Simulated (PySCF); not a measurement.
CH3NO, SMILES C(N)=O (connectivity only; charge and spin as stated), charge +1, multiplicity 2. Geometry: B3LYP-D3(BJ)/def2-TZVP. The spin state was assumed, not searched. The values are those of a single conformer.

Computed with B3LYP-D3(BJ)/def2-TZVP (PySCF).

Harmonic wavenumbers (cm⁻¹): 494, 634, 724, 978, 1085, 1186, 1345, 1614, 1678, 2982, 3491, 3601. Rotational constants (GHz): 75.38, 11.35, 9.868; symmetry number 1.

**Question.** Work out the zero-point energy and the ideal-gas rigid-rotor harmonic-oscillator thermochemistry at 298.15 K and 1 atm.

**Answer.** ZPE = ½ Σ hcν = ½ × 19814 cm⁻¹ = 28.33 kcal/mol. H − E(el) = 31.05 kcal/mol. Entropy in cal/(mol K): translation 37.34, rotation 21.17, vibration 1.59, spin 1.38, total 61.48. G − E(el) = 12.72 kcal/mol. Cp = 12.08 cal/(mol K).
